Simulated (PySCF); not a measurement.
Dipole moment and polarisability of C2H7B

C2H7B.
Cartesian coordinates in Å at the PBE0-D3(BJ)/def2-SVP level; atoms count from 1:
```xyz
10
C2H7B angstrom
B      1.322    0.311    0.455
C      0.002   -0.362   -0.025
C     -1.324    0.177    0.497
H      2.387   -0.110    0.058
H      1.327    1.253    1.218
H      0.039   -0.341   -1.134
H      0.112   -1.445    0.186
H     -1.377    0.109    1.594
H     -2.189   -0.370    0.090
H     -1.453    1.239    0.236
```

The species is `BCC` (C2H7B).

Level: wB97X-D/def2-SVPD (PySCF), static field, nuclei fixed, core orbitals frozen in the response. The polarisability tensor in these axes (au):

```
x   46.89  0.41 -0.28
y    0.41 39.42  3.01
z   -0.28  3.01 38.19
```

Question: Give the principal values, the mean and the anisotropy Δα = √{½[(α1 − α2)² + (α2 − α3)² + (α1 − α3)²]}.

Answer: Principal values 35.71, 41.88 and 46.92 au; mean 41.50 au = 6.15 Å³ = 6.84 × 10⁻⁴⁰ C²·m²/J; Δα = 9.72 au (23 % of the mean).

Question: What is the dipole moment, and where does it point?

Answer: (-0.50, -0.36, -0.27) D, 0.68 D in size, pointing from the negative to the positive side. Measured along this direction, the outermost atoms are H5 at the negative end and H9 at the positive end.

Question: What are the principal values of the traceless quadrupole moment, Θ = ½Σq(3rr − r²1), about the centre of nuclear charge?

Answer: -2.80, -0.19, 2.98 D·Å. The values depend on the origin, since the dipole doesn't vanish. The electronic extent ⟨r²⟩ about the same centre is 221 bohr², a root-mean-square distance of 1.60 Å for the 24 electrons.

Question: Refractivity n − 1 of an ideal gas of it at 298.15 K and 1 atm, from the electronic α?

Answer: N = p/kT = 2.4615 × 10¹⁹ cm⁻³, so n − 1 = 2π × N × 6.15 × 10⁻²⁴ cm³ = 951 × 10⁻⁶ at long wavelengths, for an ideal gas.

Question: Directions of the eigenvectors, and the extent of the frame along each?

Answer: Largest value along (1.00, 0.05, -0.02), where the nuclei span 4.58 Å; middle along (-0.03, 0.77, 0.63), 2.71 Å; least along (0.04, -0.63, 0.77), 1.77 Å. The response follows the extents in order.

Question: What molar refraction does this α imply?

Answer: Lorentz–Lorenz: R = (4π/3)N_A α = 2.5225 cm³/(mol·Å³) × 6.15 Å³ = 15.5 cm³/mol, in the limit of long wavelengths.

One conformer (not necessarily the lowest) at the PBE0-D3(BJ)/def2-SVP geometry, without solvent, vibrations or thermal averaging.

The run behind these numbers computed excited states and ΔSCF ions as well. On one thread, Arm Neoverse V1, on a shared host, this took 28 s wall.
